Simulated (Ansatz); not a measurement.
Chalcopyrite CdGeAs2 was calculated with PBE-D3(BJ) in Ansatz (PAW).

Settings: plane-wave cutoff 520 eV, 8×8×8 k mesh, Fermi–Dirac smearing 0.01 eV, scalar-relativistic PAW data made under PBE.

Cell (relaxed at this level):

```
CdAs2Ge
1.0
   -2.98634     2.98634     5.65244
    2.98634    -2.98634     5.65244
    2.98634     2.98634    -5.65244
Cd Ge As
2 2 4
Direct
  0.00000   0.00000   0.00000
  0.75000   0.25000   0.50000
  0.50000   0.50000   0.00000
  0.25000   0.75000   0.50000
  0.87500   0.84873   0.47373
  0.15127   0.62500   0.02627
  0.37500   0.40127   0.52627
  0.59873   0.12500   0.97373
```

### Question
Give the computed bulk modulus and pressure derivative B′ of the bulk modulus.

### Answer

bulk modulus: 58.9 GPa
pressure derivative B′ of the bulk modulus: 4.7

The run finds no gap.

Measured, for comparison: bulk modulus 69.9 GPa (temperature not stated, no zero-point or thermal correction; as tabulated in Toher et al. (2017), arXiv:1611.05714). Computed (rounded) less measured: bulk modulus -16 %.

Note: the gap of the solid is closed in this run; this level leaves the solid without a gap, although one is measured; the bulk modulus comes from volumes at which shape and atoms were relaxed.

Computed values are for the static lattice.

Ansatz is a program for electronic structure.
